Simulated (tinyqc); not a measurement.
A ladder of methods, and size consistency: correlation methods against full CI in the sto-6g basis, for HF, spin multiplicity 1. Computed by the program tinyqc with PySCF. All electrons correlated; +Q is the Davidson correction (1 - c0^2) E_corr. The last columns treat two copies 100 angstrom apart as one system. FCI is the lowest singlet.

Geometry (angstrom):
```
atom,x,y,z
F,0.0000,0.0000,0.0000
H,0.0000,0.0000,1.0940
```

RHF energy of one = -99.482634 hartree

Correlation energies (hartree):
```
method,E_corr of one,share of FCI (%),E_corr of two at 100 angstrom,two minus twice one (mhartree)
MP2,-0.02637,62.267,-0.05275,0.000
CISD,-0.04236,100.000,-0.08207,2.641
CISD+Q,-0.04376,103.325,-0.08703,0.501
CCSD,-0.04236,100.000,-0.08471,0.000
CCSD(T),-0.04236,100.000,-0.08471,0.000
FCI,-0.04236,100.000,-,-
```

What does the comparison show, and why?

MP2 recovers 62 %, CISD 100.0 % and CCSD 100.0 % of the FCI value (c0^2 = 0.967 in CISD). MP2 and coupled cluster are size consistent, so their last column vanishes; CISD loses 2.64 mhartree, since a double excitation on each copy is a quadruple of the pair, and the Davidson correction leaves +0.50. With two electrons, or one virtual orbital, CISD and CCSD are exact for one copy, so +Q overshoots there.
